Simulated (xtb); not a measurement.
**GFN0-xTB run of C2H4F2O2 (SMILES OC(F)OCF)**

We compute a geometry optimisation of C2H4F2O2. 

Program for the calculation: xtb 6.7.1.

2 further runs of the same task are left out: 2 set aside as unsound or not needed.

**1. The structure to begin with**

C2H4F2O2 has 10 atoms, charge 0, and is taken as a singlet. SMILES: `OC(F)OCF`. All atoms were displaced at random from a relaxed shape. The run starts from this shape.

Bond lengths: O1–C2 1.495 Å, C2–F3 1.408 Å, C2–O4 1.382 Å, O4–C5 1.447 Å, C5–F6 1.305 Å, O1–H7 0.739 Å, C2–H8 1.200 Å, C5–H9 1.180 Å, C5–H10 1.030 Å. Some angles: O1–C2–F3 95.4°, O1–C2–O4 115.7°, F3–C2–O4 110.4°, C2–O4–C5 106.4°, O4–C5–F6 100.3°, O1–C2–H8 98.3°, F3–C2–H8 112.0°, O4–C2–H8 121.5°, C2–O1–H7 123.1°, O4–C5–H9 115.7°.

**2. A geometry optimisation at GFN0-xTB**

struc.tmol

```
$coord
      0.009448630623     -3.640614070875     -0.029933261814  o
     -0.431197707117     -1.066051198685      1.049043663564  c
     -0.348654469993     -1.842747533168      3.592180390301  f
      1.436834361598      0.696534152276      0.575270426859  o
      0.357347210167      2.524636307978     -1.147573983701  c
     -1.516391831445      3.366679371850      0.218357853701  f
      0.991161352366     -4.510322725212      0.448866646382  h
     -2.558915939878     -0.764469806456      0.322349482339  h
     -0.378738909897      1.709446252336     -3.087472336936  h
      1.984004560983      3.588041890088     -1.243137433824  h
$end
```

The run is started by

```sh
$ xtb struc.tmol --opt tight -c 0 -u 0 --gfn 0 > out.txt
```

**Question.** What will come out? Wanted: total energy at the end; dipole moment; HOMO energy; LUMO energy; HOMO–LUMO gap; dispersion energy; mean polarisability.

Computed results:

At GFN0-xTB:

| quantity | value |
| --- | --- |
| total energy at the end | -20.72342 Eh |
| dipole moment | 3.00 D |
| HOMO energy | -11.22 eV |
| LUMO energy | -4.31 eV |
| HOMO–LUMO gap | 6.92 eV |
| dispersion energy | -5.63 kJ/mol |
| mean polarisability (D4 model) | 41.3 bohr³ |

**Reading.** At the final geometry: Bond lengths: O1–C2 1.364 Å, C2–F3 1.369 Å, C2–O4 1.391 Å, O4–C5 1.377 Å, C5–F6 1.370 Å, O1–H7 0.962 Å, C2–H8 1.090 Å, C5–H9 1.093 Å, C5–H10 1.088 Å. Some angles: O1–C2–F3 109.7°, O1–C2–O4 113.8°, F3–C2–O4 103.2°, C2–O4–C5 111.7°, O4–C5–F6 109.7°, O1–C2–H8 108.6°, F3–C2–H8 106.9°, O4–C2–H8 114.3°, C2–O1–H7 109.2°, O4–C5–H9 114.2°. The optimisation took 40 steps and changed the energy by -3.392 eV.
